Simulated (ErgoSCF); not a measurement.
**CH5Al (SMILES [CH3][AlH2]) at 5 levels**

Aim: a comparison of 5 runs (HF/STO-3G, HF/3-21G, HF/def2-SVP, B3LYP/6-31G*, PBE0/def2-SVP) of CH5Al. 

The calculation is run with ErgoSCF 3.8.

### 1 The molecule

CH5Al has 7 atoms, charge 0, and is taken as a singlet. SMILES: `[CH3][AlH2]`. The shape is that of a PBE0-D4/def2-TZVP optimisation.

Bond lengths: C1–Al2 1.950 Å, C1–H3 1.093 Å, C1–H4 1.097 Å, C1–H5 1.093 Å, Al2–H6 1.590 Å, Al2–H7 1.590 Å. Angles: C1–Al2–H6 120.6°, C1–Al2–H7 120.6°, Al2–C1–H3 112.6°, Al2–C1–H4 109.5°, Al2–C1–H5 112.5°, H6–Al2–H7 118.8°, H3–C1–H4 106.7°, H3–C1–H5 108.6°, H4–C1–H5 106.6°.

### 2 A single-point energy at HF/STO-3G (run 1)

molecule.xyz reads:

```xyz
7

C     -0.448500    -0.695600    -0.355500
Al     0.562900     0.778300     0.424700
H     -1.063100    -1.219600     0.380800
H     -1.134400    -0.306400    -1.118200
H      0.193400    -1.425500    -0.855600
H      0.016000     1.549300     1.703400
H      1.934800     1.251600    -0.225400
```

ergo.in reads:

```
set_nthreads(1)
molecule "molecule.xyz"
scf.output_mulliken_pop = 1
tmpdir = "."
scf.use_diagonalization = 1
scf.max_number_of_iterations = 120
basis = "STO-3G"
run "HF"
```

The basis set STO-3G is read from a file made from the Basis Set Exchange's data (not shown).

Run with:

```console
$ ergo ergo.in
```

Output:

```text
[...]
INSC SCF_general constructor, number of basis functions: 19
[...]
INSC Energy   1 =       -221.28362625315
[...]
INDE E_LUMO =          0.32675445020
[...]
INSC Energy  11 =       -279.31839766729  ( diff     -0.000000000004036 )
[...]
RESC CONVERGED after  11 iterations.
RESC FINAL ENERGY:       -279.31839766729
[...]
INSC SCF: dipole_moment_x [atomic units] =       0.02501691
INSC SCF: dipole_moment_y [atomic units] =       0.02160360
INSC SCF: dipole_moment_z [atomic units] =       0.02201299
[...]
```

Wall time 1.1 s (1 thread of Arm Neoverse V1, shared host); peak memory 0.26 GiB.

### 3 A single-point energy at HF/3-21G (run 2)

geom.xyz reads:

```xyz
7
CH5Al
C     -0.448500    -0.695600    -0.355500
Al     0.562900     0.778300     0.424700
H     -1.063100    -1.219600     0.380800
H     -1.134400    -0.306400    -1.118200
H      0.193400    -1.425500    -0.855600
H      0.016000     1.549300     1.703400
H      1.934800     1.251600    -0.225400
```

run.inp reads:

```
set_nthreads(1)
tmpdir = "."
scf.max_number_of_iterations = 120
basis = "3-21G"
scf.output_mulliken_pop = 1
charge = 0
scf.use_diagonalization = 1
molecule "geom.xyz"
run "HF"
```

The basis set 3-21G is read from a file made from the Basis Set Exchange's data (not shown).

Run with:

```console
$ ergo run.inp
```

Output:

```text
[...]
INSC SCF_general constructor, number of basis functions: 32
[...]
INSC Energy   1 =       -155.62257557047
[...]
INDE E_LUMO =          0.05061423447
[...]
INSC Energy  16 =       -281.12587149829  ( diff     -0.000000000001535 )
[...]
RESC CONVERGED after  16 iterations.
RESC FINAL ENERGY:       -281.12587149829
[...]
INSC SCF: dipole_moment_x [atomic units] =      -0.12423691
INSC SCF: dipole_moment_y [atomic units] =      -0.18089743
INSC SCF: dipole_moment_z [atomic units] =      -0.09614774
[...]
```

Run time: 1.6 s. Hardware: 1 thread of Arm Neoverse V1, shared host; peak memory 0.26 GiB.

Runs 3 to 4 aren't shown in full; the table further down has their settings and results.

### 4 A single-point energy at PBE0/def2-SVP (run 5)

geom.xyz is that of step 3.

ergo.in reads:

```
set_nthreads(1)
molecule "geom.xyz"
scf.use_diagonalization = 1
scf.output_mulliken_pop = 1
scf.max_number_of_iterations = 120
XC.angint = 41
XC.sparse_mode = 0
XC.radint = 1e-11
tmpdir = "."
basis = "def2-SVP"
run "PBE0"
```

The basis set def2-SVP is read from a file made from the Basis Set Exchange's data (not shown).

Run with:

```console
$ ergo ergo.in
```

Output:

```text
[...]
INDF Weighted mixed functional:
[...]
INSC Energy   1 =       -100.89411143612
[...]
INDE E_LUMO =         -0.04623894852
[...]
INSC Energy  13 =       -283.24477946030  ( diff     -0.000000000015689 )
[...]
RESC CONVERGED after  13 iterations.
RESC FINAL ENERGY:       -283.24477946030
[...]
INSC SCF: dipole_moment_x [atomic units] =      -0.15926362
INSC SCF: dipole_moment_y [atomic units] =      -0.23473313
INSC SCF: dipole_moment_z [atomic units] =      -0.12259011
[...]
```

Wall time 9.9 s (1 thread of Arm Neoverse V1, shared host); peak memory 0.26 GiB.

### 5 Overview of the runs

```tsv
run	level	integration grid	radint	energy (Eh)	dipole moment (D)	wall time
1	HF/STO-3G	–	–	-279.318398	0.10	1.1 s
2	HF/3-21G	–	–	-281.125871	0.61	1.6 s
3	HF/def2-SVP	–	–	-282.575592	0.67	7.5 s
4	B3LYP/6-31G* (spherical functions)	Turbo	1e-11	-283.531052	0.78	7.2 s
5	PBE0/def2-SVP	Turbo	1e-11	-283.244779	0.79	9.9 s
```

### 6 Outcome

```
            quantity          value
 run 5: total energy  -283.24478 Eh
run 5: dipole moment         0.79 D
```

What this shows: The dipole moment (its size) runs from 0.10 D (HF/STO-3G) to 0.79 D (PBE0/def2-SVP). The two ends differ in method and basis. The two dipoles point in opposite directions. Totals of different functionals can't be ranked against each other. In run 1 the basis is minimal, so the values are rough. All runs together took 27 s, the longest 9.9 s.
